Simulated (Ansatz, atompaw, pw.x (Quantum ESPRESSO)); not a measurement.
## Which H potential is closest to all-electron in the fcc crystal?

All use PBEsol, scalar-relativistic, no spin, cutoffs from each file’s atomic test, pw.x 7.5; 18³ k-points, Fermi–Dirac smearing 0.01 Ry. Δ is the rms difference from all-electron LAPW of the E(V) curves that follow from fits to the pressures, over ±6 % in volume. Mesh and smearing are coarse and serve the comparison alone. The files are a selection: those with a ghost or negative overlap were mostly not run, and those with noisy or unconverged pressures or nearly equal Δ are left out.

All-electron: a0 = 2.267 Å (V0 = 2.91 Å³/atom), B0 = 114.1 GPa.

Rank them by Δ, smallest first.
A. PAW, atompaw 4.2.0.5, PBEsol; core none, reference 1s1; waves: 1s (bound): rc 1.55 bohr; 1s channel at 0.2 Ry: rc 1.55 bohr; 2p channel at 0.05 Ry: rc 1.55 bohr; local part: bessel scheme, radius 1.05 bohr; core correction: none; augmentation: sinc compensation charge, radius 1.45 bohr; PAW radius 1.55 bohr; waves and projectors: custom polynom2 7 10 vanderbiltortho.
B. PAW, atompaw 4.2.0.5, PBEsol; core none, reference 1s1; waves: 1s (bound); 1s channel at 2.4 Ry; 2p channel at 0.45 Ry; local part: vpsmatchnc scheme with l = 2 at 0 Ry, radius 1.35 bohr; core correction: none; augmentation: sinc compensation charge, radius 1.50 bohr; PAW radius 1.55 bohr; waves and projectors: bloechl.
C. PAW, atompaw 4.2.0.5, PBEsol; core none, reference 1s1; waves: 1s (bound): rc 1.70 bohr; 1s channel at 0.1 Ry: rc 1.70 bohr; 2p channel at -0.05 Ry: rc 1.65 bohr; 2p channel at 1.65 Ry: rc 1.70 bohr; local part: troulliermartins scheme with l = 2 at 0.5 Ry, radius 1.50 bohr; core correction: none; augmentation: besselshape compensation charge, radius 1.70 bohr; PAW radius 1.70 bohr; waves and projectors: custom rrkj gramschmidtortho.

A (0.0 meV/atom), C (0.1 meV/atom), B (0.3 meV/atom).
